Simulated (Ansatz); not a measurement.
# CH₄LiO+: single points off equilibrium

One table from this session's results is given with a row withheld; the runs are named, their logs left out.

Program: Ansatz 0.2.0, Gaussian basis. Level of theory: single points in def2-TZVPP. These are calculated values, not measurements.

Correlated methods freeze the cores. The outer core shell of Li, Na, Mg and K is correlated.

**Where the work starts**

SMILES `[Li][CH2][OH2+]`, 7 atoms, charge 1, spin multiplicity 1.

Atoms are counted from 1 here; the program's logs count them from 0.

Bond lengths: Li1–C2 2.125 Å, C2–O3 1.547 Å, C2–H4 1.130 Å, C2–H5 1.125 Å, O3–H6 0.976 Å, O3–H7 1.035 Å. Angles: Li1–C2–O3 133.8°, Li1–C2–H4 105.1°, Li1–C2–H5 101.5°, O3–C2–H4 101.7°, O3–C2–H5 103.6°, H4–C2–H5 110.1°, C2–O3–H6 108.3°, C2–O3–H7 111.6°, H6–O3–H7 111.6°.

As a file:

```xyz
7
CH4LiO
Li   -1.50480   -1.68480    0.74900
C    -0.43740   -0.13610   -0.23890
O     0.85990    0.64430    0.08160
H    -1.18420    0.70320   -0.36340
H    -0.22080   -0.61210   -1.23530
H     0.72890    1.12670    0.92010
H     1.68160    0.01600    0.12760
```

Set-up of the first run:

Contents of run/in.yaml:

```yaml
crystal:
  periodic: [false, false, false]
  atoms:
    - {symbol: Li, position_ang: [-1.504800, -1.684800, 0.749000]}
    - {symbol: C, position_ang: [-0.437400, -0.136100, -0.238900]}
    - {symbol: O, position_ang: [0.859900, 0.644300, 0.081600]}
    - {symbol: H, position_ang: [-1.184200, 0.703200, -0.363400]}
    - {symbol: H, position_ang: [-0.220800, -0.612100, -1.235300]}
    - {symbol: H, position_ang: [0.728900, 1.126700, 0.920100]}
    - {symbol: H, position_ang: [1.681600, 0.016000, 0.127600]}
basis:
  gaussian: {orbitals: def2-TZVPP}
total_charge: 1
correlation: {method: ccsd_t}
output: {forces: true}
```

The command line of these runs was not kept.

Steps of the session up to this table: CCSD(T)/def2-TZVPP; PBE0-D4/def2-TZVPP; wB97M-V/def2-TZVPP; r2SCAN-D4/def2-TZVPP; PBE-D4/def2-TZVPP; r2SCAN0-D4/def2-TZVPP; wB97X-V/def2-TZVPP.

One of the session's tables, all rows but one given; the rest of the session is left out.

```
    method  RMS force component (eV/Å)  angle to CCSD(T) forces (°)
   CCSD(T)                       0.957                    reference
   PBE0-D4                       0.936                          6.1
   wB97M-V                       0.963                          3.9
 r2SCAN-D4                       0.936                          1.5
    PBE-D4                       0.819                          9.5
r2SCAN0-D4                           ?                            ?
   wB97X-V                       0.947                          3.6
```

Estimate the missing values for r2SCAN0-D4.

As computed: RMS force component (eV/Å): 1.020; angle to CCSD(T) forces (°): 7.7. In the column «RMS force component (eV/Å)» it is the highest.
